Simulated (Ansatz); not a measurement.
fcc Ir was calculated with PBE+SOC in Ansatz (plane waves, PAW).

Run with plane-wave cutoff 520 eV, 30×30×30 k mesh, Fermi–Dirac smearing 0.066 eV (set by the program), PAW data made under PBE.

Computed at the level's own relaxed cell.

Hill averages of the elastic tensor: K = 340.6 GPa, G = 214.8 GPa. Volume 14.528 Å³/atom, mean atomic mass 192.217 u.

Problem. Work out the density, the sound velocities of a polycrystal and the elastic Debye temperature, and Pugh's ratio at this level.

Solution. ρ = 1.66054 × 192.217/14.528 = 21.970 g/cm³. v_l = √[(K + 4G/3)/ρ] = 5.342 km/s and v_t = √(G/ρ) = 3.127 km/s. The mean follows from 3/v_m³ = 1/v_l³ + 2/v_t³: v_m = 3.467 km/s. Θ_D = (ħ/k_B) v_m (6π²/V)^(1/3) = 76.38 K Å s/km × 3.467 × 1.5974 Å⁻¹ = 423 K, counting all atoms of the cell. K/G = 1.59, to be set beside Pugh's rough bound of 1.75 between brittle and ductile metals.

Ansatz is an electronic-structure program.
